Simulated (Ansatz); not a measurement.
Ansatz (a first-principles code) input (B3LYP-D3(BJ)/def2-TZVP):

Ansatz 0.2 input:
```yaml
crystal:
  periodic: [false, false, false]
  atoms:
    - {symbol: N, position_ang: [0.00507190, 0.01535158, 1.34286265]}
    - {symbol: C, position_ang: [0.00185868, 0.01279844, -1.37661443]}
    - {symbol: C, position_ang: [0.00810646, 1.14951976, 0.68440393]}
    - {symbol: C, position_ang: [0.00070289, -1.12004521, 0.68656388]}
    - {symbol: C, position_ang: [-0.00090690, -1.18011156, -0.71165527]}
    - {symbol: C, position_ang: [0.00638584, 1.20708128, -0.71388860]}
    - {symbol: H, position_ang: [0.01159683, 2.05509709, 1.27588135]}
    - {symbol: H, position_ang: [-0.00194594, -2.02441194, 1.28000272]}
    - {symbol: H, position_ang: [-0.00536920, -2.13573130, -1.21147405]}
    - {symbol: H, position_ang: [0.00905440, 2.16192079, -1.21520314]}
basis:
  gaussian:
    orbitals: def2-TZVP
hamiltonian:
  xc: b3lyp
  dispersion: d3bj
magnetization: {spin_polarized: true, initial_magnetization: 1}
relax: {f_tol: 0.002, max_steps: 150}
```

End of the output:

```
relax step   2: F+E_penalty+E_count = -6740.45739820 eV  Δ(F+E_penalty+E_count) = -2.733e-2 eV  max|allowed force component| = 5.274e-1 eV/Å  Δτ_max = 0.0153 Å  (42 SCF iters, accepted)
these checks for a lower state are left out or cut short: starts, cluster_reference, orbital_swaps, neighbouring_geometries, increment
integrals: 0.12 GiB planned
1231 factors; their error is unknown
mean field: 1.48 GiB planned
mean field evaluation 32: about -6740.0281 eV, gradient 4.4e-1 eV
mean field -6740.02870475 eV, -247.6914863441 hartree, gradient 2.7e-5 eV, S^2 0.756381; 0 other end points of the search recorded, 0 dependent functions left out
the calculation of the forces begins
reference -6740.02895357 eV, -247.6914954881 hartree; 21, 20 occupied and 189, 190 virtual orbitals, 1231 factors
relax step   3: F+E_penalty+E_count = -6740.46283148 eV  Δ(F+E_penalty+E_count) = -5.433e-3 eV  max|allowed force component| = 5.280e-2 eV/Å  Δτ_max = 0.0112 Å  (38 SCF iters, accepted)
these checks for a lower state are left out or cut short: starts, cluster_reference, orbital_swaps, neighbouring_geometries, increment
integrals: 0.12 GiB planned
1231 factors; their error is unknown
mean field: 1.48 GiB planned
mean field -6740.02875225 eV, -247.6914880896 hartree, gradient 1.7e-5 eV, S^2 0.756379; 0 other end points of the search recorded, 0 dependent functions left out
the calculation of the forces begins
reference -6740.02900102 eV, -247.6914972317 hartree; 21, 20 occupied and 189, 190 virtual orbitals, 1231 factors
relax step   4: F+E_penalty+E_count = -6740.46289234 eV  Δ(F+E_penalty+E_count) = -6.086e-5 eV  max|allowed force component| = 1.474e-2 eV/Å  Δτ_max = 0.0014 Å  (40 SCF iters, accepted)
these checks for a lower state are left out or cut short: starts, cluster_reference, orbital_swaps, neighbouring_geometries, increment
integrals: 0.12 GiB planned
1231 factors; their error is unknown
mean field: 1.48 GiB planned
mean field -6740.02875936 eV, -247.6914883508 hartree, gradient 1.7e-5 eV, S^2 0.756380; 0 other end points of the search recorded, 0 dependent functions left out
the calculation of the forces begins
reference -6740.02900811 eV, -247.6914974921 hartree; 21, 20 occupied and 189, 190 virtual orbitals, 1231 factors
relax step   5: F+E_penalty+E_count = -6740.46290742 eV  Δ(F+E_penalty+E_count) = -1.508e-5 eV  max|allowed force component| = 5.487e-4 eV/Å  Δτ_max = 0.0007 Å  (40 SCF iters, accepted)
integrals: 0.12 GiB planned
1231 factors; their error is unknown
mean field: 1.48 GiB planned
mean field evaluation 64: about -6740.0395 eV, gradient 1.3e-1 eV
mean field -6740.02875936 eV, -247.6914883508 hartree, gradient 1.7e-5 eV, S^2 0.756380; 1 other end points of the search recorded, 0 dependent functions left out
the calculation of the forces begins
reference -6740.02900811 eV, -247.6914974921 hartree; 21, 20 occupied and 189, 190 virtual orbitals, 1231 factors
Total energy: -6740.46315617 eV, -247.7074521393 hartree
Atom 0 at     0.005064     0.015411     1.367324 Å, force    -0.000147    -0.000019     0.000243 eV/Å
Atom 1 at     0.001825     0.012887    -1.355845 Å, force    -0.000124    -0.000015     0.000185 eV/Å
Atom 2 at     0.008017     1.155993     0.684519 Å, force     0.000067     0.000367    -0.000156 eV/Å
Atom 3 at     0.000464    -1.126437     0.686644 Å, force     0.000356    -0.000371    -0.000128 eV/Å
Atom 4 at    -0.001412    -1.194169    -0.713332 Å, force     0.000233    -0.000177    -0.000494 eV/Å
Atom 5 at     0.006563     1.221132    -0.715583 Å, force     0.000073     0.000207    -0.000398 eV/Å
Atom 6 at     0.011775     2.072836     1.265693 Å, force    -0.000068     0.000224     0.000220 eV/Å
Atom 7 at    -0.001796    -2.042204     1.269520 Å, force    -0.000172    -0.000196     0.000242 eV/Å
Atom 8 at    -0.005075    -2.149079    -1.222018 Å, force    -0.000180     0.000528     0.000145 eV/Å
Atom 9 at     0.009131     2.175099    -1.226042 Å, force    -0.000038    -0.000549     0.000141 eV/Å
Dipole moment:    -0.000250    -0.000214    -0.231499 e Å
```

It need not be the lowest isomer of its formula.
